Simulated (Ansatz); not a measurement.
CH$_{4}$SSi (`C[Si]S`), relaxed with RKS PBE-D4/def2-SVP in Ansatz from a rough embedded geometry. The force threshold is 0.03 eV/Å; the program also tests the step.

Total charge 0; spin multiplicity 1.

Start:

```xyz
7

C     0.860    0.244   -0.625
Si   -0.868    0.429   -0.219
S    -1.266   -0.855    1.437
H     1.138   -0.738   -0.868
H     1.570    0.544    0.183
H     1.174    0.919   -1.512
H    -2.609   -0.544    1.604
```

**Question.** By how much does the energy fall, and how many steps does the optimiser take? (Best estimate.)

**Answer.** Computed: 9.85 kcal/mol, in 22 steps, 4 of them rejected.

**Question.** Which bonds change most? (Estimate.)

**Answer.** Computed: C1–Si2 from 1.785 to 1.925 Å; C1–H4 from 1.049 to 1.109 Å; C1–H6 from 1.158 to 1.112 Å; Si2–S3 from 2.133 to 2.162 Å.

**Question.** Give the relaxed structure. (Estimate.)

**Answer.** The calculation gave: 
```xyz
7

C     0.883    0.257   -0.586
Si   -0.863    0.803    0.016
S    -1.293   -1.015    1.104
H     1.106   -0.829   -0.564
H     1.621    0.773    0.072
H     1.065    0.647   -1.611
H    -2.519   -0.636    1.569
```
